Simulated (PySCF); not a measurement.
## Which basis set comes closest?

Molecule: Cyclopropane (SMILES C1CC1).

Structure with atom numbers: `[CH2:1]1[CH2:2][CH2:3]1`. Hydrogens are named by the atom that carries them.

Geometry PBE0-D3(BJ)/def2-SVP throughout; GIAO in PySCF, gas phase, one conformer, non-relativistic; equivalent atoms averaged; functional PBE0.

Reference values (measured; solution, not stated in the table (CDCl3 in this author's series); The use of chemical shift calculations in the conformational analysis of substituted benzenes, New J. Chem. 2019 (ESI)): δ(H(C1)/H(C2)/H(C3)) = 0.22 ppm. Computed shifts are taken against TMS, calculated as an isolated molecule at each level.

Problem. How do the basis sets STO-3G, 6-31G, pcSseg-0, 6-31G*, def2-SVP, cc-pVDZ, pcSseg-1, 6-311+G(2d,p), aug-cc-pVDZ, def2-TZVP, IGLO-III, cc-pVTZ, pcSseg-2 perform against the reference? Times are CPU seconds on shared hosts with different chips, so compare them loosely.

Solution. 
| basis set | functions | H(C1)/H(C2)/H(C3) | abs. error H | core-s |
| --- | --- | --- | --- | --- |
| STO-3G | 21 | 0.49 | 0.27 | 1.1 |
| 6-31G | 39 | 0.48 | 0.26 | 2.1 |
| pcSseg-0 | 39 | 0.46 | 0.24 | 1.1 |
| 6-31G* | 54 | 0.39 | 0.17 | 2.8 |
| def2-SVP | 72 | 0.14 | 0.08 | 3.5 |
| cc-pVDZ | 72 | 0.18 | 0.04 | 2 |
| pcSseg-1 | 81 | 0.26 | 0.04 | 2.5 |
| 6-311+G(2d,p) | 117 | 0.22 | 0.00 | 6.5 |
| aug-cc-pVDZ | 123 | 0.25 | 0.03 | 3.6 |
| def2-TZVP | 129 | 0.26 | 0.04 | 8.6 |
| IGLO-III | 165 | 0.24 | 0.02 | 5.2 |
| cc-pVTZ | 174 | 0.25 | 0.03 | 5.7 |
| pcSseg-2 | 192 | 0.27 | 0.05 | 16 |

For 1H the closest is 6-311+G(2d,p) (0.00 ppm, with IGLO-III practically level) and the furthest STO-3G (0.27 ppm). Where a smaller basis beats a larger one, errors probably cancel; the largest sets show where the functional converges. One molecule is a small sample, and vibrational and solvent effects are absent from the calculation.

A small basis that lands close on one nucleus may do so by chance; judge by the trend and by all nuclei.
